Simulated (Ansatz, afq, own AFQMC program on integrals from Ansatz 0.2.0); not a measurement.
**H₃, doublet in cc-pVTZ, levels against full CI**

```yaml
atoms:
  - { symbol: H, position_ang: [0.0000, 0.0000, -0.8190] }
  - { symbol: H, position_ang: [0.0000, 0.0000, -0.0740] }
  - { symbol: H, position_ang: [0.0000, 0.0000, 0.8930] }
```

Basis cc-pVTZ. Only valence electrons are correlated. AFQMC by an in-house program on the Cholesky factors that Ansatz 0.2.0 writes for its CCSD(T) run. ph-AFQMC/CISD is guided by a CISD state made of CCSD amplitudes; releasing the constraint for a short imaginary time cuts its bias at the price of noise, slowly where states lie close. Uncertainties: one standard error, sampling alone.

Determinant: UHF, the one that the program's search chose, which needn't be the lowest solution. The geometry is a point of a scan.

Full CI on the same integrals is exact in this basis and with this determinant's frozen core.

The T1 diagnostic is 0.0154 and the weight of the determinant in the CISD state is 0.974. The ⟨S²⟩ of the determinant is 0.769 and the size of the correlated space is 3 electrons in 42 orbitals.

Reference: full CI, correlation energy -1.370 eV. The released energy is read at 2.40 1/Eh (meV from the phaseless value at times in 1/Eh: -0.17 ± 0.13 at 0.24, -0.42 ± 0.13 at 0.51, -0.35 ± 0.12 at 0.99, -0.31 ± 0.08 at 1.62, -0.43 ± 0.10 at 2.40).

```
         level  E − E(reference) (kcal/mol)  share of correlation (%)
            HF                        31.59                      0.00
           MP2                         6.99                     77.88
          CCSD                         0.32                     98.99
       CCSD(T)                         0.06                     99.80
 ph-AFQMC/CISD                 0.01 ± 0.004                     99.98
released AFQMC                 0.00 ± 0.002                    100.01
```

A walk keeps the symmetry of its determinant, which the program's search chose and which needn't be the lowest solution, so a lower state of the same spin and another symmetry isn't excluded. Released energies are given only where the last usable release times agree within the noise; a slower fall can still hide under it.
